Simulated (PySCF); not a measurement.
C4H2FN.
Cartesian coordinates in Å at the PBE0-D3(BJ)/def2-SVP level; atoms count from 1:
```
atom  x, y, z in Å
N1     2.9624    0.2505   -0.3525
C2     1.8099    0.2389   -0.2099
C3     0.4252    0.2031   -0.0399
C4    -0.7441    0.7287    0.1596
F5    -1.4454    1.7971    0.3570
C6    -0.8158   -0.7256    0.0235
H7    -0.9552   -1.3558    0.9153
H8    -1.1841   -1.1761   -0.9109
```

Method: EOM-IP-CCSD/aug-cc-pVDZ in PySCF, restricted Hartree–Fock reference, frozen core, non-relativistic, gas phase, PBE0-D3(BJ)/def2-SVP geometry.

Hartree–Fock orbital energies give these Koopmans values (eV): HOMO 10.55, HOMO-1 12.49, HOMO-2 14.19, HOMO-3 14.21, HOMO-4 15.61, HOMO-5 15.93, HOMO-6 17.56, HOMO-7 20.70.

What vertical ionisation energies does EOM-IP-CCSD give?

```
leading hole (HF orbital)  Koopmans (eV)  EOM-IP-CCSD (eV)  change (eV)  one-hole share
                     HOMO          10.55             10.39        -0.16            0.96
                   HOMO-1          12.49             12.09        -0.40            0.96
                   HOMO-3          14.21             12.82        -1.39            0.94
                   HOMO-5          15.93             13.51        -2.42            0.92
                   HOMO-2          14.19             13.61        -0.58            0.93
                   HOMO-4          15.61             14.54        -1.07            0.94
                   HOMO-6          17.56             16.06        -1.50            0.94
                   HOMO-7          20.70             17.87        -2.83            0.93
```

Does the order of the lines follow the orbital energies?

No: the HOMO-3 hole (12.82 eV) falls below the HOMO-2 hole (13.61 eV); the HOMO-5 hole (13.51 eV) falls below the HOMO-2 hole (13.61 eV); the HOMO-5 hole (13.51 eV) falls below the HOMO-4 hole (14.54 eV). The corrections run from -2.83 to -0.16 eV, with a mean of -1.29 eV over the 8 lines; no line lies above its Koopmans value.

At what kinetic energies would He II light (40.81 eV) eject these electrons?

30.42 eV (HOMO), 28.72 eV (HOMO-1), 27.99 eV (HOMO-3), 27.30 eV (HOMO-5), 27.20 eV (HOMO-2), 26.27 eV (HOMO-4), 24.75 eV (HOMO-6), 22.94 eV (HOMO-7).

Lines less than 0.15 eV apart could change places at a higher level. One root was sought for each valence orbital with −ε under 21 eV, eight at most, so deeper holes and satellites are missing; no vibrational structure.
